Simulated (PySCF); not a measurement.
**Basis and Hamiltonian dependence of the ionisation energy of O**

O [He] 2s2 2p4 (3P) → O⁺ [He] 2s2 2p3 (4S). Calculated with PySCF 2.14 from differences of total energies of unrestricted determinants, without spin-orbit coupling. Values in eV.

```tsv
basis	Hamiltonian	functions	UHF	r2SCAN	PBE0	MP2 (valence)	CCSD(T) (valence)	CCSD(T) (valence and next inner shell)
def2-SVP	non-relativistic	14	12.083	n/a	13.775	12.963	12.979	n/a
cc-pVTZ-DK	spin-free X2C	30	12.001	13.664	n/a	13.240	13.305	n/a
cc-pVTZ	non-relativistic	30	12.011	n/a	n/a	13.249	13.314	n/a
x2c-TZVPPall	spin-free X2C	31	12.007	13.674	13.814	13.249	13.320	13.329
x2c-TZVPall	spin-free X2C	31	12.007	13.674	13.814	13.249	13.320	n/a
x2c-TZVPPall with one added diffuse shell each of s, p, d type	spin-free X2C	40	12.015	13.689	13.829	13.277	13.356	13.365
dyall-av2z	non-relativistic	42	11.982	13.673	13.815	13.091	13.137	n/a
aug-cc-pVTZ	non-relativistic	46	12.034	13.719	13.853	13.336	13.419	n/a
aug-cc-pVTZ with one added diffuse shell each of s, p, d, f type	non-relativistic	62	12.032	13.717	13.852	13.335	13.419	n/a
dyall-av3z	non-relativistic	71	12.020	13.713	13.844	13.336	13.422	n/a
x2c-QZVPPall with one added diffuse shell each of s, p, d, f type	spin-free X2C	73	12.015	13.698	13.834	13.407	13.489	13.502
aug-cc-pVQZ-DK	spin-free X2C	80	12.015	13.707	13.840	13.425	13.505	n/a
aug-cc-pwCVQZ	non-relativistic	109	12.024	13.719	13.850	13.446	n/a	n/a
```

Problem. Estimate the row for aug-cc-pVQZ with one added diffuse shell each of s, p, d, f, g type (non-relativistic, 105 functions).

Solution. From the rows with the same Hamiltonian and similar size; the calculation gives UHF 12.02; r2SCAN 13.72; PBE0 13.85; MP2 (valence) 13.43 (eV).

Frozen in the all-electron rows: valence: 1s2; valence and next inner shell: nothing.

Reference for a calculation without spin-orbit coupling: 13.608 eV (measured, between term centres; NIST).
